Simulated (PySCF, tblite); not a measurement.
Species: C₄H₅P.
SMILES with atom numbers: `[CH2:1]=[CH:2][CH2:3][C:4]#[P:5]` (hydrogens: H6, H7 on C1; H8 on C2; H9, H10 on C3)

Geometry (GFN2-xTB, Å), atoms numbered from 1 in this order:
```
atom  x, y, z in Å
C1    -1.546    0.495   -0.427
C2    -0.593    0.103    0.397
C3     0.608   -0.695   -0.028
C4     1.814    0.066    0.210
P5     3.076    0.926    0.486
H6    -1.529    0.248   -1.476
H7    -2.389    1.073   -0.087
H8    -0.619    0.368    1.445
H9     0.653   -1.628    0.548
H10    0.535   -0.950   -1.091
```

The calculation used PBE0/pcSseg-1 in PySCF (dipole) on a GFN2-xTB geometry, gas phase.

Take the most abundant isotopes and a rigid rotor. The values belong to one conformer with, in the numbering `[CH2:1]=[CH:2][CH2:3][C:4]#[P:5]`, C1–C2–C3–C4 117°.

(1) What are A, B and C (MHz)?

(2) Classify the top.

(3) Is it planar, by Δ = Ic − Ia − Ib?

(4) List the rotational levels J(Ka,Kc) to J = 5 (MHz).

(5) Predict some low-J microwave lines.

(6) Estimate the classical rotational partition function at 50 K, 298.15 K and 500 K.

Answers

(1) Ia = 34.16, Ib = 291.67, Ic = 308.32 u·Å²; 505379 MHz·u·Å²/I gives A = 14796, B = 1733, C = 1639 MHz.

(2) A near-prolate asymmetric top. Ray's parameter κ = (2B − A − C)/(A − C) = -0.986; −1 is the prolate and +1 the oblate limit.

(3) Not planar: Δ = Ic − Ia − Ib = -17.51 u·Å². For a rigid frame Δ = −2 Σ m c², so Σ m c² = 8.76 u·Å² lies off the ab plane: 5.36 from hydrogen and 3.39 from heavier atoms. The atom farthest from that plane is 1.47 Å away.

(4) Above 0(0,0):
J = 1: 1(0,1) 3372, 1(1,1) 16435, 1(1,0) 16529
J = 2: 2(0,2) 10115, 2(1,2) 23085, 2(1,1) 23366, 2(2,1) 62556, 2(2,0) 62556
J = 3: 3(0,3) 20228, 3(1,3) 33060, 3(1,2) 33621, 3(2,2) 72671, 3(2,1) 72674, 3(3,1) 138222, 3(3,0) 138222
J = 4: 4(0,4) 33711, 4(1,4) 46359, 4(1,3) 47295, 4(2,3) 86158, 4(2,2) 86166, 4(3,2) 151710, 4(3,1) 151710, 4(4,1) 243480, 4(4,0) 243480
J = 5: 5(0,5) 50560, 5(1,5) 62983, 5(1,4) 64386, 5(2,4) 103016, 5(2,3) 103034, 5(3,3) 168571, 5(3,2) 168571, 5(4,2) 260340, 5(4,1) 260340, 5(5,1) 378330, 5(5,0) 378330

(5) The dipole components are |μa| = 1.37 D, |μb| = 0.56 D, |μc| = 0.03 D. Intensities carry the squares of the components, which stand as 1.00 : 0.17 : 0.00 (a : b : c). Some lines, for components of 0.1 D or more:

| type | branch | J(Ka,Kc) | MHz | lower level (cm⁻¹) |
| --- | --- | --- | --- | --- |
| a | Q | 3(1,2) ← 3(1,3) | 561 | 1.103 |
| a | R | 2(0,2) ← 1(0,1) | 6743 | 0.112 |
| a | R | 2(1,1) ← 1(1,0) | 6837 | 0.551 |
| a | R | 3(1,3) ← 2(1,2) | 9975 | 0.770 |
| a | R | 3(0,3) ← 2(0,2) | 10113 | 0.337 |
| a | R | 3(2,2) ← 2(2,1) | 10116 | 2.087 |
| b | Q | 1(1,0) ← 1(0,1) | 13157 | 0.112 |
| b | R | 2(1,2) ← 1(0,1) | 19713 | 0.112 |
| b | R | 3(1,3) ← 2(0,2) | 22945 | 0.337 |
| b | Q | 3(2,1) ← 3(1,2) | 39052 | 1.121 |
| b | Q | 2(2,1) ← 2(1,2) | 39471 | 0.770 |
| b | Q | 3(2,2) ← 3(1,3) | 39611 | 1.103 |
| b | R | 2(2,1) ← 1(1,0) | 46027 | 0.551 |
| b | R | 2(2,0) ← 1(1,1) | 46121 | 0.548 |
| b | R | 3(2,2) ← 2(1,1) | 49305 | 0.779 |
| b | Q | 3(3,0) ← 3(2,1) | 65548 | 2.424 |

(6) Point group C1, symmetry number σ = 1; q = (√π/σ)·√((kT/h)³/(ABC)), k/h = 20836.6 MHz/K: 9190 at 50 K, 134000 at 298.15 K, 291000 at 500 K.

Its GFN2-xTB frequencies are all real (lowest 56 cm⁻¹). Constants of a rigid frame at the computed geometry: no zero-point averaging, no centrifugal distortion.

The run took 13 s wall on an Arm Neoverse N1 with one thread, shared host, and the process peaked at 0.51 GiB of memory. This is the PBE0/pcSseg-1 job that gave the dipole, with the shieldings it also computed.
